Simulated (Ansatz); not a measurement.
## Diamond

Method: r²SCAN+rVV10 (Ansatz, an electronic-structure program, plane waves, PAW).

Numerical settings: plane-wave cutoff 600 eV, 16×16×16 k mesh, scalar-relativistic PAW data made under PBE.

Cell (relaxed at this level):

```xyz
2
Lattice="0.0000 1.7788 1.7788 1.7788 0.0000 1.7788 1.7788 1.7788 0.0000" Properties=species:S:1:pos:R:3 pbc="T T T"
C      1.7788     1.7788     1.7788
C      2.6682     2.6682     2.6682
```

* **elastic constant C11**: 1114 GPa
* **elastic constant C12**: 124 GPa
* **elastic constant C44**: 590 GPa
* **Voigt–Reuss–Hill bulk modulus**: 454 GPa
* **Voigt–Reuss–Hill shear modulus (Hill average)**: 550 GPa
* **Young modulus**: 1175 GPa
* **Poisson ratio**: 0.068

Measured, for comparison: elastic constant C11 1081 GPa, elastic constant C12 125 GPa, elastic constant C44 579 GPa (low temperature, zero-point motion not removed; as tabulated in Tanner et al. (2021), arXiv:2110.11888). Computed (rounded) less measured: elastic constant C11 +3 %, elastic constant C12 -0.8 %, elastic constant C44 +2 %.

Elastic constants are with the ions relaxed.
